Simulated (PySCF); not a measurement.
# C2F4 (Tetrafluoroethylene): the cost of one run

Programs: PySCF 2.14.0, with density-fitted response routines of our own. Each step states its level of theory. These are calculated values for one molecule, in the gas phase or a continuum, unless marked as measured. Atoms count from 0, in the outputs and in this text.

## 1. The molecule as given

6 atoms, charge 0, multiplicity 1; geometry from: GFN2-xTB. The atoms were then displaced at random by about 0.01 Å, so the start is not that level's minimum.

Bonds of the start (Å): F0–C1 1.31, C1–F2 1.33, C1–C3 1.37, C3–F4 1.31, C3–F5 1.29.

## 2. Optimising the geometry at PBE0-D3(BJ)/def2-TZVP

The job: settings as JSON, then the geometry in Å.

```
{"job": {"xc": "PBE0", "basis": "def2-TZVP", "d3": "d3bj", "grid": 2, "shake": 0.01, "kind": "geom"}, "charge": 0, "multiplicity": 1}
F     -1.587030    -0.622290     0.469950
C     -0.635310    -0.029350    -0.214710
F     -1.069160     0.488510    -1.361980
C      0.664110     0.027920     0.201610
F      1.046710    -0.497270     1.335700
F      1.604850     0.602460    -0.475230
```

Launch:

```
OMP_NUM_THREADS=1 python probes_run.py task.json out
```

One launch serves the whole session: the jobs run in the order shown.

Q: Estimate the wall time and peak memory of this first job on 1 thread of Arm Neoverse V1, shared host.

About 65 s, with a peak of 0.73 GiB.
